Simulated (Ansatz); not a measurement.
## fcc Au

Method: r²SCAN (Ansatz, a quantum-chemistry and plane-wave program, plane waves, PAW).

Settings: plane-wave cutoff 500 eV, 3×3×3 k mesh, Fermi–Dirac smearing 0.1 eV, cell of 256 sites, scalar-relativistic PAW data made under PBE.

Cell: relaxed at this level.

| Item | Result |
|---|---|
| vacancy formation energy | 0.47 eV |
| vacancy formation energy before relaxation | 0.62 eV |

Measured, for comparison: vacancy formation energy 0.89 ± 0.04 eV (not corrected to a static lattice, monovacancy; as tabulated in Mehl and Papaconstantopoulos (1996), arXiv:mtrl-th/9602003). Computed (rounded) less measured: vacancy formation energy -0.42 eV.

Note: energies are extrapolated to zero smearing, and mesh and cell size move such values by some hundredths of an eV or more.

Spin–orbit coupling is not included; it can shift volumes and moduli of such heavy elements.

Computed values are for the static lattice.
